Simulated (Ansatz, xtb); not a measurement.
## CH3BS: which of two isomers lies lower

Structure X: `CB=S`, a singlet. Structure Y: `B1CS1`, a singlet. Both are isolated molecules in the gas phase, relaxed with PBE0-D4/def2-TZVP.

Quicker runs give these differences E(Y) − E(X): GFN2-xTB +0.811 eV; HF/STO-3G +1.232 eV (at GFN2-xTB geometries); r2SCAN-D4/def2-SVP +1.461 eV (at GFN2-xTB geometries).

Estimate E(Y) − E(X) at the level CCSD(T)/def2-TZVPP.

Calculated at CCSD(T)/def2-TZVPP: E(Y) − E(X) = +1.420 eV, so structure X lies lower.

How the difference moves with the method:

| level | geometry | E(Y) − E(X) (eV) | departure from the last row (eV) | job, with rough time for the two |
| --- | --- | --- | --- | --- |
| GFN2-xTB | GFN2-xTB | +0.811 | −0.608 | optimisation, 0.12 s |
| HF/STO-3G | GFN2-xTB | +1.232 | −0.188 | single point, 0.16 s |
| r2SCAN-D4/def2-SVP | GFN2-xTB | +1.461 | +0.042 | single point, 1.4 s |
| PBE0-D4/def2-TZVP | PBE0-D4/def2-TZVP | +1.288 | −0.132 | optimisation, 10 s |
| HF/def2-TZVPP | PBE0-D4/def2-TZVP | +1.547 | +0.128 | part of the CCSD(T) run |
| MP2/def2-TZVPP | PBE0-D4/def2-TZVP | +1.411 | −0.008 | part of the CCSD(T) run |
| CCSD(T)/def2-TZVPP | PBE0-D4/def2-TZVP | +1.420 |  | single point, 16 s |

As drawn, Y has 1 C–S, 1 B–S, 1 B–H in place of 1 B=S, 1 C–H. Structure X has no ring, Y a 3-membered ring.

The levels shown agree on the order. The largest departure from CCSD(T)/def2-TZVPP is that of GFN2-xTB, 0.608 eV.

With harmonic frequencies from PBE0-D4/def2-TZVP (ideal gas, rigid rotor, one conformer each, 298.15 K, 1 atm): the zero-point term adds −0.037 eV; ΔH is +1.369 and ΔG +1.360 eV.

The correlated steps freeze 7 core orbitals. Programs: Ansatz 0.2.0, xtb 6.7.1; the last row on 2 threads of Arm Neoverse V2 on a shared host.
